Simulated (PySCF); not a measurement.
# Chlorine: a sound run and one with changed settings

Sound run: Cl [Ne] 3s2 3p5, Cl⁺ [Ne] 3s2 3p4. All numbers are calculated (PySCF 2.14, the spin-free X2C one-electron Hamiltonian (Gaussian nucleus), in aug-cc-pVDZ-DK). The sound run starts from symmetry-adapted Hartree-Fock orbitals and uses a fine grid where one is needed.

Changed run: radial step 0.5 in ln r (0.13 in the sound run). This setting is unsound on purpose.

```tsv
species	method	sound run (hartree)	changed run (hartree)	converged
Cl	UHF	-460.88006	-460.88006	yes
Cl	MN15	-461.62091	-461.51451	yes
Cl	PBE	-461.37303	-461.39510	yes
Cl⁺	UHF	-460.44602	-460.44602	yes
Cl⁺	MN15	-461.14113	-461.03317	yes
Cl⁺	PBE	-460.89583	-460.91503	yes
```

Ionisation energy of Cl:

```tsv
method	sound run (eV)	changed run (eV)
UHF	11.811	11.811
MN15	13.056	13.098
PBE	12.985	13.063
```

A coarse radial grid mis-integrates the density and the exchange-correlation energy, with errors of either sign; Hartree-Fock needs no grid.

For comparison, NIST gives 12.968 eV between the lowest levels.
